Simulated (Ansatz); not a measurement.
`Fc1cccs1` → 4 C• + F• + 3 H• + S•  (atomization)

Calculated with Ansatz (gas phase, PBE0-D4/def2-TZVP geometries, no zero-point term in ΔE). CCSD(T)/CBS is the MP2 limit (def2-TZVPP, def2-QZVPP) plus CCSD(T) − MP2 in def2-TZVPP, frozen cores. This one scheme is used for every species, atoms too. Functionals use def2-TZVPP. B3LYP here is the variant with VWN-RPA as its local correlation; programs differ in this. HSE06 is defined as in plane-wave codes. Open shells (•) are unrestricted, without spin–orbit coupling. Spin–orbit coupling would lower the free atoms: a little for C, F, S.

| level | ΔE (kJ/mol) | difference from CCSD(T)/CBS |
| --- | --- | --- |
| BLYP-D4 | 4061.9 | 34.3 |
| r2SCAN0-D4 | 3995.2 | -32.4 |
| CAM-B3LYP-D4 | 4046.7 | 19.1 |
| ωB97M-V | 4061.9 | 34.3 |
| PBE | 4217.0 | 189.4 |
| revPBE | 4036.0 | 8.4 |
| B3LYP | 3997.4 | -30.2 |
| HSE06 | 4107.7 | 80.1 |
| HF/def2-SVP | 2877.1 | -1150.5 |
| MP2/def2-TZVPP | 4071.3 | 43.7 |
| CCSD(T)/CBS | 4027.6 | 0 |

(1) What do rigid-rotor, harmonic-oscillator terms from PBE0-D4/def2-TZVP frequencies (298.15 K, 1 bar) make of the CCSD(T)/CBS value? (An estimate is asked.)

Largest T1 diagnostic among the species: 0.013.

Results:

(1) Computed: ΔZPE = -155.5 kJ/mol, ΔH = +3912.8 kJ/mol, ΔS = 1005 J/(mol·K), ΔG = +3613.2 kJ/mol. Open shells count their whole term as degenerate.

From BLYP to BHLYP (50 % exact exchange), in def2-TZVPP and without D4, ΔE moves by −171.5 kJ/mol: exact exchange takes away binding that semilocal exchange gives to molecules. Leaving LDA and LC-ωPBE aside and taking each functional with its dispersion term where it has one, the values, not all of them listed here, spread over 375.9 kJ/mol, from BHLYP-D4 to PBE-D4. LDA lies +577.4 kJ/mol from PBE without D4, its usual overbinding. In def2-TZVPP, CCSD(T) changes the Hartree–Fock value by +1075.6 kJ/mol (the triples alone add +97.5 kJ/mol) and MP2 by +1232.3 kJ/mol; breaking electron pairs costs correlation energy, which Hartree–Fock lacks.

For atomizations the MP2-based limit and the directly extrapolated one differ by several kJ/mol either way, and by 10 to 25 for some Ge, Se and Sn compounds, so smaller differences from it don't rank the levels.
